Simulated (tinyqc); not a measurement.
ROHF in the sto-3g basis, for CH3, spin multiplicity 2, step by step (part 2 of 2). Computed by tinyqc, a small Python program that keeps every step (integrals from PySCF). Command: `OMP_NUM_THREADS=1 python tinyqc.py 28708 28709 out.jsonl` (the two numbers bound the seeds that draw the settings). One thread of a shared host (Intel(R) Xeon(R) Processor @ 2.60GHz), about 0.1 s of CPU time with the checks.

Geometry (angstrom):
```
atom        x        y       z
C      0.0000   0.0000  0.0710
H      1.3230   0.0000  0.0000
H     -0.6610   1.1460  0.0000
H     -0.6610  -1.1460  0.0000
```

## Iteration 1: diagonalisation and new density

effective F (hartree), lower triangle:
```
           1C 1s    1C 2s   1C 2px   1C 2py  1C 2pz    2H 1s    3H 1s    4H 1s
1C 1s   -10.7542
1C 2s    -2.9123  -1.4367
1C 2px    0.0000   0.0000  -0.0379
1C 2py    0.0000   0.0000   0.0000  -0.0380
1C 2pz    0.0006   0.0092   0.0000   0.0000  0.0721
2H 1s    -0.4417  -0.4997  -0.2797   0.0000  0.0160  -0.2505
3H 1s    -0.4417  -0.4997   0.1398  -0.2423  0.0160  -0.1165  -0.2505
4H 1s    -0.4417  -0.4997   0.1398   0.2423  0.0160  -0.1165  -0.1164  -0.2505
```

X, lower triangle:
```
          1C 1s    1C 2s   1C 2px   1C 2py  1C 2pz    2H 1s    3H 1s   4H 1s
1C 1s    1.0272
1C 2s   -0.1516   1.2182
1C 2px   0.0000   0.0000   1.1038
1C 2py   0.0000   0.0000   0.0000   1.1039
1C 2pz   0.0012  -0.0105   0.0000   0.0000  1.0006
2H 1s    0.0214  -0.2214  -0.2359   0.0000  0.0120   1.1331
3H 1s    0.0214  -0.2214   0.1179  -0.2044  0.0120  -0.0159   1.1331
4H 1s    0.0214  -0.2214   0.1179   0.2044  0.0120  -0.0159  -0.0159  1.1331
```

Diagonalise F' = X^T F X, C = X C', fill 5 alpha and 4 beta electrons from the bottom; D(s) = C_occ C_occ^T. Each column has its largest component positive (the first on a tie).

F' = X^T F X (hartree), lower triangle:
```
          1        2        3        4       5        6        7       8
1  -10.5221
2   -1.5477  -0.6550
3    0.0000   0.0000   0.1612
4    0.0000   0.0000   0.0000   0.1613
5    0.0030  -0.0077   0.0000   0.0000  0.0732
6   -0.0336  -0.2975  -0.3319   0.0000  0.0167   0.0116
7   -0.0336  -0.2975   0.1659  -0.2876  0.0167  -0.0358   0.0116
8   -0.0336  -0.2975   0.1659   0.2876  0.0167  -0.0358  -0.0358  0.0116
```

orbital energies (hartree): MO1 -10.7609, MO2 -0.7700, MO3 -0.3063, MO4 -0.3061, MO5 0.0698, MO6 0.2973, MO7 0.5147, MO8 0.5150

coefficients C:
```
            MO1      MO2      MO3      MO4      MO5      MO6      MO7      MO8
1C 1s    0.9926  -0.2362   0.0000   0.0000  -0.0260  -0.1943  -0.0001   0.0000
1C 2s    0.0304   0.7827   0.0000  -0.0001   0.1269   1.0122   0.0004   0.0000
1C 2px   0.0000   0.0000   0.0000   0.5064   0.0000  -0.0003   1.0224   0.0000
1C 2py   0.0000   0.0000   0.5064   0.0000   0.0000   0.0000   0.0000   1.0226
1C 2pz  -0.0003  -0.0086   0.0000   0.0000   0.9897  -0.1485   0.0000   0.0000
2H 1s   -0.0045   0.1843   0.0000   0.5531  -0.0671  -0.6441  -0.7940   0.0000
3H 1s   -0.0045   0.1843   0.4789  -0.2765  -0.0672  -0.6448   0.3965  -0.6874
4H 1s   -0.0045   0.1843  -0.4789  -0.2765  -0.0672  -0.6448   0.3965   0.6874
```

D(alpha) after iteration 1, lower triangle:
```
          1C 1s   1C 2s   1C 2px   1C 2py   1C 2pz    2H 1s    3H 1s   4H 1s
1C 1s    1.0417
1C 2s   -0.1580  0.6296
1C 2px   0.0000  0.0000   0.2565
1C 2py   0.0000  0.0000   0.0000   0.2564
1C 2pz  -0.0240  0.1188   0.0000   0.0000   0.9796
2H 1s   -0.0462  0.1355   0.2801   0.0000  -0.0680   0.3444
3H 1s   -0.0462  0.1356  -0.1400   0.2425  -0.0680  -0.1144   0.3442
4H 1s   -0.0462  0.1356  -0.1400  -0.2425  -0.0680  -0.1144  -0.1144  0.3442
```

D(beta) after iteration 1, lower triangle:
```
          1C 1s    1C 2s   1C 2px   1C 2py   1C 2pz    2H 1s    3H 1s   4H 1s
1C 1s    1.0411
1C 2s   -0.1547   0.6135
1C 2px   0.0000   0.0000   0.2565
1C 2py   0.0000   0.0000   0.0000   0.2564
1C 2pz   0.0017  -0.0068   0.0000   0.0000   0.0001
2H 1s   -0.0479   0.1440   0.2801   0.0000  -0.0016   0.3399
3H 1s   -0.0480   0.1441  -0.1400   0.2425  -0.0016  -0.1189   0.3397
4H 1s   -0.0480   0.1441  -0.1400  -0.2425  -0.0016  -0.1189  -0.1189  0.3397
```

## Iteration 2: building the Fock matrix

core Hamiltonian H = T + V (hartree), lower triangle:
```
           1C 1s    1C 2s   1C 2px   1C 2py   1C 2pz    2H 1s    3H 1s    4H 1s
1C 1s   -18.9599
1C 2s    -4.5757  -5.9046
1C 2px    0.0000  -0.0001  -4.8982
1C 2py    0.0000   0.0000   0.0000  -4.8983
1C 2pz    0.0018   0.0204   0.0000   0.0000  -4.7734
2H 1s    -0.6738  -1.8103  -1.6254   0.0000   0.0908  -3.3047
3H 1s    -0.6739  -1.8103   0.8121  -1.4080   0.0908  -0.3429  -3.3047
4H 1s    -0.6739  -1.8103   0.8121   1.4080   0.0908  -0.3429  -0.3425  -3.3047
```

nuclear repulsion = 7.882273 hartree

Given earlier and not repeated: Two-electron integrals (ij|kl) in chemists' order.

J_ij = sum D_kl (ij|kl) with D = D(alpha) + D(beta), K_ij = sum D_kl (ik|jl) for each spin; F = H + J - K(s); E = tr D H + tr D J / 2 - 0.5 sum_s tr D(s) K(s) + E_nn.

Coulomb J (hartree), lower triangle:
```
          1C 1s    1C 2s   1C 2px   1C 2py   1C 2pz   2H 1s   3H 1s   4H 1s
1C 1s   11.5679
1C 2s    2.2404   5.3315
1C 2px   0.0000   0.0001   5.3520
1C 2py   0.0000   0.0000   0.0000   5.3521
1C 2pz   0.0015  -0.0029   0.0000   0.0000   5.2731
2H 1s    0.3271   1.6369   1.5930   0.0000  -0.0859  3.5492
3H 1s    0.3271   1.6370  -0.7959   1.3799  -0.0859  0.2996  3.5490
4H 1s    0.3271   1.6370  -0.7959  -1.3799  -0.0859  0.2996  0.2992  3.5490
```

exchange K(alpha) (hartree), lower triangle:
```
          1C 1s   1C 2s   1C 2px   1C 2py   1C 2pz   2H 1s   3H 1s   4H 1s
1C 1s    3.6006
1C 2s    0.6338  0.8989
1C 2px   0.0000  0.0000   0.5865
1C 2py   0.0000  0.0000   0.0000   0.5866
1C 2pz  -0.0001  0.0320   0.0000   0.0000   0.8200
2H 1s    0.0963  0.3519   0.3399   0.0000  -0.0254  0.5478
3H 1s    0.0963  0.3519  -0.1698   0.2944  -0.0254  0.0506  0.5477
4H 1s    0.0963  0.3519  -0.1698  -0.2944  -0.0254  0.0506  0.0505  0.5477
```

exchange K(beta) (hartree), lower triangle:
```
          1C 1s    1C 2s   1C 2px   1C 2py   1C 2pz   2H 1s   3H 1s   4H 1s
1C 1s    3.5802
1C 2s    0.6036   0.7607
1C 2px   0.0000   0.0000   0.5502
1C 2py   0.0000   0.0000   0.0000   0.5502
1C 2pz  -0.0002  -0.0152   0.0000   0.0000   0.1561
2H 1s    0.0910   0.3237   0.3326   0.0000  -0.0115  0.5364
3H 1s    0.0910   0.3238  -0.1662   0.2881  -0.0115  0.0444  0.5363
4H 1s    0.0910   0.3238  -0.1662  -0.2881  -0.0115  0.0444  0.0443  0.5363
```

F(alpha) (hartree), lower triangle:
```
           1C 1s    1C 2s   1C 2px   1C 2py   1C 2pz    2H 1s    3H 1s    4H 1s
1C 1s   -10.9926
1C 2s    -2.9691  -1.4720
1C 2px    0.0000   0.0000  -0.1327
1C 2py    0.0000   0.0000   0.0000  -0.1328
1C 2pz    0.0035  -0.0145   0.0000   0.0000  -0.3204
2H 1s    -0.4430  -0.5252  -0.3723   0.0000   0.0303  -0.3033
3H 1s    -0.4430  -0.5252   0.1861  -0.3225   0.0303  -0.0939  -0.3034
4H 1s    -0.4430  -0.5252   0.1861   0.3225   0.0303  -0.0939  -0.0938  -0.3034
```

F(beta) (hartree), lower triangle:
```
           1C 1s    1C 2s   1C 2px   1C 2py  1C 2pz    2H 1s    3H 1s    4H 1s
1C 1s   -10.9721
1C 2s    -2.9389  -1.3338
1C 2px    0.0000   0.0000  -0.0963
1C 2py    0.0000   0.0000   0.0000  -0.0965
1C 2pz    0.0036   0.0327   0.0000   0.0000  0.3436
2H 1s    -0.4377  -0.4971  -0.3650   0.0000  0.0164  -0.2920
3H 1s    -0.4378  -0.4971   0.1824  -0.3162  0.0164  -0.0877  -0.2920
4H 1s    -0.4378  -0.4971   0.1824   0.3162  0.0164  -0.0877  -0.0876  -0.2920
```

total energy of this density = -38.955027 hartree

## Iteration 2: Roothaan effective Fock matrix

overlap S, lower triangle:
```
         1C 1s   1C 2s   1C 2px   1C 2py   1C 2pz   2H 1s   3H 1s   4H 1s
1C 1s   1.0000
1C 2s   0.2484  1.0000
1C 2px  0.0000  0.0000   1.0000
1C 2py  0.0000  0.0000   0.0000   1.0000
1C 2pz  0.0000  0.0000   0.0000   0.0000   1.0000
2H 1s   0.0362  0.3651   0.3787   0.0000  -0.0203  1.0000
3H 1s   0.0362  0.3651  -0.1892   0.3280  -0.0203  0.0725  1.0000
4H 1s   0.0362  0.3651  -0.1892  -0.3280  -0.0203  0.0725  0.0724  1.0000
```

With projectors Pc = D(beta) S, Po = (D(alpha) - D(beta)) S, Pv = 1 - D(alpha) S, the block xy is Px^T F Py; with Fc = (F(alpha) + F(beta))/2, the blocks are Fc for cc, oo, vv and cv, F(beta) for co and F(alpha) for ov.

effective F (hartree), lower triangle:
```
           1C 1s    1C 2s   1C 2px   1C 2py  1C 2pz    2H 1s    3H 1s    4H 1s
1C 1s   -10.9823
1C 2s    -2.9540  -1.4013
1C 2px    0.0000   0.0000  -0.1145
1C 2py    0.0000   0.0000   0.0000  -0.1146
1C 2pz    0.0051   0.0267   0.0000   0.0000  0.0090
2H 1s    -0.4404  -0.5118  -0.3687   0.0000  0.0281  -0.2981
3H 1s    -0.4405  -0.5119   0.1842  -0.3194  0.0281  -0.0913  -0.2982
4H 1s    -0.4405  -0.5119   0.1842   0.3194  0.0281  -0.0913  -0.0912  -0.2982
```

## Iteration 2: diagonalisation and new density

As before.

F' = X^T F X (hartree), lower triangle:
```
          1        2        3        4       5        6        7       8
1  -10.7486
2   -1.5749  -0.5722
3    0.0000   0.0001   0.1312
4    0.0000   0.0000   0.0000   0.1312
5    0.0060   0.0045   0.0000   0.0000  0.0106
6   -0.0241  -0.3277  -0.4124   0.0000  0.0259   0.0008
7   -0.0241  -0.3277   0.2061  -0.3573  0.0259  -0.0163   0.0008
8   -0.0241  -0.3277   0.2061   0.3573  0.0259  -0.0163  -0.0164  0.0008
```

orbital energies (hartree): MO1 -10.9882, MO2 -0.7587, MO3 -0.4343, MO4 -0.4341, MO5 0.0088, MO6 0.3960, MO7 0.5824, MO8 0.5827

coefficients C:
```
            MO1      MO2      MO3      MO4      MO5      MO6      MO7      MO8
1C 1s    0.9932  -0.2259   0.0000   0.0000  -0.0247  -0.2037  -0.0001   0.0000
1C 2s    0.0285   0.7414   0.0000  -0.0001   0.1093   1.0449   0.0006   0.0000
1C 2px   0.0000   0.0000   0.0000   0.5200   0.0000  -0.0005   1.0156   0.0000
1C 2py   0.0000   0.0000   0.5199   0.0000   0.0000   0.0000   0.0000   1.0158
1C 2pz  -0.0008  -0.0347   0.0000   0.0000   0.9942  -0.1095  -0.0001   0.0000
2H 1s   -0.0048   0.2094   0.0000   0.5424  -0.0353  -0.6388  -0.8014   0.0000
3H 1s   -0.0048   0.2094   0.4697  -0.2712  -0.0353  -0.6397   0.4000  -0.6937
4H 1s   -0.0048   0.2094  -0.4697  -0.2712  -0.0353  -0.6397   0.4000   0.6937
```

D(alpha) after iteration 2, lower triangle:
```
          1C 1s   1C 2s   1C 2px   1C 2py   1C 2pz    2H 1s    3H 1s   4H 1s
1C 1s    1.0380
1C 2s   -0.1419  0.5624
1C 2px   0.0000  0.0000   0.2704
1C 2py   0.0000  0.0000   0.0000   0.2703
1C 2pz  -0.0175  0.0829   0.0000   0.0000   0.9897
2H 1s   -0.0512  0.1512   0.2821   0.0000  -0.0423   0.3394
3H 1s   -0.0512  0.1513  -0.1410   0.2442  -0.0424  -0.1020   0.3393
4H 1s   -0.0512  0.1513  -0.1410  -0.2442  -0.0424  -0.1020  -0.1019  0.3393
```

D(beta) after iteration 2, lower triangle:
```
          1C 1s    1C 2s   1C 2px   1C 2py   1C 2pz    2H 1s    3H 1s   4H 1s
1C 1s    1.0374
1C 2s   -0.1392   0.5504
1C 2px   0.0000   0.0000   0.2704
1C 2py   0.0000   0.0000   0.0000   0.2703
1C 2pz   0.0071  -0.0257   0.0000   0.0000   0.0012
2H 1s   -0.0520   0.1551   0.2821   0.0000  -0.0073   0.3381
3H 1s   -0.0521   0.1551  -0.1410   0.2442  -0.0073  -0.1032   0.3380
4H 1s   -0.0521   0.1551  -0.1410  -0.2442  -0.0073  -0.1032  -0.1032  0.3380
```

## Iteration 9 (converged): orbitals

converged F (hartree), lower triangle:
```
           1C 1s    1C 2s   1C 2px   1C 2py  1C 2pz    2H 1s    3H 1s    4H 1s
1C 1s   -10.9899
1C 2s    -2.9578  -1.3867
1C 2px    0.0000   0.0000  -0.1258
1C 2py    0.0000   0.0000   0.0000  -0.1260
1C 2pz    0.0037   0.0245   0.0000   0.0000  0.0082
2H 1s    -0.4411  -0.5131  -0.3715   0.0000  0.0293  -0.3007
3H 1s    -0.4411  -0.5132   0.1857  -0.3218  0.0293  -0.0964  -0.3007
4H 1s    -0.4411  -0.5132   0.1857   0.3218  0.0293  -0.0964  -0.0963  -0.3007
```

As before.

F' = X^T F X (hartree), lower triangle:
```
          1        2        3        4       5        6        7       8
1  -10.7551
2   -1.5808  -0.5492
3    0.0000   0.0000   0.1198
4    0.0000   0.0000   0.0000   0.1199
5    0.0050   0.0009   0.0000   0.0000  0.0099
6   -0.0237  -0.3306  -0.4141   0.0000  0.0276   0.0002
7   -0.0237  -0.3306   0.2069  -0.3587  0.0276  -0.0217   0.0002
8   -0.0237  -0.3306   0.2069   0.3587  0.0276  -0.0217  -0.0217  0.0002
```

orbital energies (hartree): MO1 -10.9958, MO2 -0.7528, MO3 -0.4387, MO4 -0.4385, MO5 0.0075, MO6 0.4035, MO7 0.5803, MO8 0.5805

coefficients C:
```
            MO1      MO2      MO3      MO4      MO5      MO6      MO7      MO8
1C 1s    0.9931  -0.2227   0.0000   0.0000  -0.0267  -0.2071  -0.0001   0.0000
1C 2s    0.0287   0.7244   0.0000  -0.0001   0.1184   1.0558   0.0006   0.0000
1C 2px   0.0000   0.0000   0.0000   0.5282   0.0000  -0.0004   1.0114   0.0000
1C 2py   0.0000   0.0000   0.5281   0.0000   0.0000   0.0000   0.0000   1.0116
1C 2pz  -0.0007  -0.0343   0.0000   0.0000   0.9933  -0.1176  -0.0001   0.0000
2H 1s   -0.0048   0.2197   0.0000   0.5359  -0.0398  -0.6351  -0.8057   0.0000
3H 1s   -0.0048   0.2197   0.4641  -0.2679  -0.0398  -0.6359   0.4022  -0.6975
4H 1s   -0.0048   0.2197  -0.4641  -0.2679  -0.0398  -0.6359   0.4022   0.6975
```

D(alpha) after iteration 9, lower triangle:
```
          1C 1s   1C 2s   1C 2px   1C 2py   1C 2pz    2H 1s    3H 1s   4H 1s
1C 1s    1.0366
1C 2s   -0.1360  0.5396
1C 2px   0.0000  0.0000   0.2789
1C 2py   0.0000  0.0000   0.0000   0.2789
1C 2pz  -0.0195  0.0927   0.0000   0.0000   0.9879
2H 1s   -0.0526  0.1542   0.2831   0.0000  -0.0471   0.3371
3H 1s   -0.0526  0.1543  -0.1415   0.2451  -0.0471  -0.0937   0.3370
4H 1s   -0.0526  0.1543  -0.1415  -0.2451  -0.0471  -0.0937  -0.0937  0.3370
```

D(beta) after iteration 9, lower triangle:
```
          1C 1s    1C 2s   1C 2px   1C 2py   1C 2pz    2H 1s    3H 1s   4H 1s
1C 1s    1.0359
1C 2s   -0.1328   0.5256
1C 2px   0.0000   0.0000   0.2789
1C 2py   0.0000   0.0000   0.0000   0.2789
1C 2pz   0.0070  -0.0249   0.0000   0.0000   0.0012
2H 1s   -0.0537   0.1589   0.2831   0.0000  -0.0075   0.3355
3H 1s   -0.0537   0.1590  -0.1415   0.2451  -0.0075  -0.0953   0.3354
4H 1s   -0.0537   0.1590  -0.1415  -0.2451  -0.0075  -0.0953  -0.0953  0.3354
```

## Convergence

Stop when the energy changes by less than 1e-10 hartree and every element of the error matrix X^T (F D S - S D F) X is below 3e-06.

Course of the cycle:
```
iteration  E (hartree)     change  largest element of the error matrix
1           -38.580834          -                             5.59e-01
2           -38.955027  -3.74e-01                             4.97e-02
3           -38.961318  -6.29e-03                             1.41e-02
4           -38.961908  -5.90e-04                             1.29e-03
5           -38.961915  -6.94e-06                             3.84e-04
6           -38.961916  -4.12e-07                             1.46e-04
7           -38.961916  -7.35e-08                             9.17e-06
8           -38.961916  -3.05e-10                             3.68e-07
9           -38.961916  -4.97e-13                             2.91e-08
```

PySCF ROHF in the same basis = -38.961916 hartree

Converged in 9 iterations.

## Populations, bond orders and dipole

Mulliken: Z minus the diagonal of D S on the atom; Loewdin: the same with S^(1/2) D S^(1/2); Mayer order: 2 sum_s sum (D(s) S)_ij (D(s) S)_ji over the two atoms.

Charges (e):
```
atom  Mulliken  Loewdin  Mulliken spin
1C     -0.0868  -0.0367         0.9972
2H      0.0288   0.0122         0.0009
3H      0.0290   0.0123         0.0009
4H      0.0290   0.0123         0.0009
```

Mayer bond orders:
```
pair   order
2-1   0.9545
3-1   0.9544
3-2   0.0224
4-1   0.9544
4-2   0.0224
4-3   0.0224
```

dipole moment about the origin, x y z (debye): -0.0005  0.0000  -0.0883
